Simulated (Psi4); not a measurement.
**HF/aug-cc-pVTZ run of H3O+ (oxonium)**

What is the energy change on altering one bond length of H3O+ (oxonium) at HF/aug-cc-pVTZ? 

The results are computed with Psi4 1.11.

1 further run of the same task is left out (set aside as unsound or not needed).

### 1 The molecule

H3O+: 4 atoms, total charge +1, spin state singlet. As SMILES, `[OH3+]`. The coordinates come from a PBE0-D4/def2-TZVP relaxation.

Bond lengths: O1–H2 0.978 Å, O1–H3 0.978 Å, O1–H4 0.978 Å. Angles: H2–O1–H3 113.0°, H2–O1–H4 113.0°, H3–O1–H4 113.0°.

### 2 Energy and forces at HF/aug-cc-pVTZ

h3o.in

```
memory 2200 mb

molecule molecule1 {
  1 1
  O      0.181970    -0.056700    -0.052760
  H      0.219060     0.918440     0.015140
  H     -0.408890    -0.368290    -0.767380
  H      0.007860    -0.493450     0.805020
  symmetry c1
}

set {
  puream true
  e_convergence 1e-09
  d_convergence 1e-08
  scf_type pk
}

result, w = gradient("scf/aug-cc-pVTZ", return_wfn=True)
oeprop(w, "QUADRUPOLE", "LOWDIN_CHARGES", "MULLIKEN_CHARGES", title="SCF")
print_variables()
```

Started as:

```sh
$ psi4 -n 1 h3o.in h3o.out
```

h3o.out (excerpt; [...] marks lines left out):

```text
[...]
  Running in c1 symmetry.
[...]
  Nuclear repulsion =   13.956307360664804
[...]
  Multiplicity = 1
[...]
  Nalpha       = 5
  Nbeta        = 5
[...]
    Number of basis functions: 115
[...]
   @RHF iter   1:   -76.29638461367358    1.00932e-03   2.66596e-03 DIIS/ADIIS
[...]
   @RHF iter   9:   -76.33987677829302   -4.16378e-12   4.04122e-09 DIIS
[...]
    Orbital Energies [Eh]
    ---------------------
    Doubly Occupied:
       1A    -21.000931     2A     -1.798453     3A     -1.134162
       4A     -1.134131     5A     -0.951389
[...]
  @RHF Final Energy:   -76.33987677829302
   => Energetics <=
    Nuclear Repulsion Energy =             13.9563073606648036
    One-Electron Energy =                -128.5542347031560269
    Two-Electron Energy =                  38.2580505641982000
    Total Energy =                        -76.3398767782930179
[...]
  -Total Gradient:
     Atom            X                  Y                   Z
    ------   -----------------  -----------------  -----------------
       1        0.013036087235    -0.004048430965    -0.003783521133
       2        0.000580620086     0.017172519321     0.001228755335
       3       -0.010471678036    -0.005472546741    -0.012535542018
       4       -0.003145029285    -0.007651541615     0.015090307817
[...]
 Multipole Moments:
 ------------------------------------------------------------------------------------
     Multipole            Electronic (a.u.)      Nuclear  (a.u.)        Total (a.u.)
 ------------------------------------------------------------------------------------
 L = 1.  Multiply by 2.5417464519 to convert [e a0] to [Debye]
 Dipole X            :          0.0038379           -0.5737000           -0.5698620
 Dipole Y            :         -0.0011695            0.1787591            0.1775896
 Dipole Z            :         -0.0011364            0.1663531            0.1652167
 Magnitude           :                                                    0.6193362
 L = 2.  Multiply by 1.3450342976 to convert [e a0^2] to [Debye ang]
 Quadrupole XX       :         -5.3162292            1.2178037           -4.0984255
 Quadrupole XY       :         -0.3694156            1.1024355            0.7330199
[...]
  Mulliken Charges: (a.u.)
   Center  Symbol    Alpha    Beta     Spin     Total
       1     O     3.97244  3.97244  0.00000  0.05512
       2     H     0.34252  0.34252  0.00000  0.31497
       3     H     0.34252  0.34252  0.00000  0.31497
       4     H     0.34253  0.34253  0.00000  0.31495
   Total alpha =  5.00000, Total beta =  5.00000, Total charge =  1.00000
  Lowdin Charges: (a.u.)
   Center  Symbol    Alpha    Beta     Spin     Total
       1     O     3.22891  3.22891  0.00000  1.54217
       2     H     0.59036  0.59036  0.00000 -0.18071
[...]
```

Wall time 8.7 s (1 thread of Intel Xeon Platinum 8375C at 2.90GHz (Ice Lake), shared host); peak memory 0.55 GiB.

### 3 The distorted shape: a single-point energy at HF/aug-cc-pVTZ

input.json

```json
{
 "schema_name": "qcschema_input",
 "schema_version": 1,
 "molecule": {
  "schema_name": "qcschema_molecule",
  "schema_version": 2,
  "symbols": ["O", "H", "H", "H"],
  "geometry": [0.51131643, -0.01884624, 0.10281433, 0.58140637, 1.82390129, 0.23112673, -0.77269012, -0.69596723, -1.45013803, 0.18229621, -0.84418412, 1.7237836],
  "molecular_charge": 1,
  "molecular_multiplicity": 1,
  "fix_symmetry": "c1"
 },
 "driver": "energy",
 "model": {
  "method": "hf",
  "basis": "aug-cc-pVTZ"
 },
 "keywords": {
  "puream": true,
  "e_convergence": 1e-09,
  "d_convergence": 1e-08,
  "scf_type": "pk"
 }
}
```

Started as:

```sh
$ psi4 --qcschema input.json -n 1 --memory 2200MB
```

stdout (excerpt; [...] marks lines left out):

```text
[...]
  Running in c1 symmetry.
[...]
  Nuclear repulsion =   13.346052389774892
[...]
  Multiplicity = 1
[...]
  Nalpha       = 5
  Nbeta        = 5
[...]
    Number of basis functions: 115
[...]
   @RHF iter   1:   -76.27755939468383   -7.92399e-02   2.63740e-03 DIIS/ADIIS
[...]
   @RHF iter  10:   -76.32165272840523   -2.68585e-12   1.99711e-09 DIIS
[...]
    Orbital Energies [Eh]
    ---------------------
    Doubly Occupied:
       1A    -20.994849     2A     -1.764456     3A     -1.119053
       4A     -1.074948     5A     -0.933053
[...]
  @RHF Final Energy:   -76.32165272840523
   => Energetics <=
    Nuclear Repulsion Energy =             13.3460523897748917
    One-Electron Energy =                -127.5626923185484003
    Two-Electron Energy =                  37.8949872003682771
    Total Energy =                        -76.3216527284052262
[...]
 Multipole Moments:
 ------------------------------------------------------------------------------------
     Multipole            Electronic (a.u.)      Nuclear  (a.u.)        Total (a.u.)
 ------------------------------------------------------------------------------------
 L = 1.  Multiply by 2.5417464519 to convert [e a0] to [Debye]
 Dipole X            :         -0.0215693           -0.6435382           -0.6651075
 Dipole Y            :         -0.0244021            0.1419298            0.1175277
 Dipole Z            :         -0.0494297            0.0818863            0.0324566
 Magnitude           :                                                    0.6761909
[...]
```

The result, in JSON:

```text
{
 "driver": "energy",
 "model": {
  "method": "hf",
  "basis": "aug-cc-pVTZ"
 },
 "success": true,
 "return_result": -76.32165272840523,
 "properties": {
  "calcinfo_nbasis": 115,
  "calcinfo_nmo": 115,
  "calcinfo_nalpha": 5,
  "calcinfo_nbeta": 5,
  "calcinfo_natom": 4,
  "nuclear_repulsion_energy": 13.346052389774892,
  "return_energy": -76.32165272840523,
  "scf_one_electron_energy": -127.5626923185484,
  "scf_two_electron_energy": 37.89498720036828,
  "scf_dipole_moment": [-0.6651075011352083, 0.11752774347978592, 0.03245662203798696],
  "scf_total_energy": -76.32165272840523,
  "scf_iterations": 10
 }
}
```

Run time: 3.9 s. Hardware: 1 thread of Intel Xeon Platinum 8375C at 2.90GHz (Ice Lake), shared host; peak memory 0.54 GiB.

### 4 What came out

At HF/aug-cc-pVTZ:

```
                                                         quantity         value
                                        first shape: total energy  -76.33988 Eh
                                         first shape: HOMO energy     -25.89 eV
                                         first shape: LUMO energy      -4.67 eV
                                       first shape: HOMO–LUMO gap      21.22 eV
                            first shape: largest force on an atom    0.886 eV/Å
                                    distorted shape: total energy  -76.32165 Eh
                                     distorted shape: HOMO energy     -25.39 eV
                                     distorted shape: LUMO energy      -4.92 eV
                                   distorted shape: HOMO–LUMO gap      20.47 eV
energy change with the O1–H3 bond stretched from 0.978 to 1.125 Å      0.496 eV
```

In words: With the O1–H3 bond stretched from 0.978 to 1.125 Å the energy rises by 0.50 eV (11.4 kcal/mol). The first shape isn't relaxed at this level, so the change isn't measured from a minimum. The largest force (first shape) is 0.89 eV/Å: the shape isn't a stationary point for this species at this level.
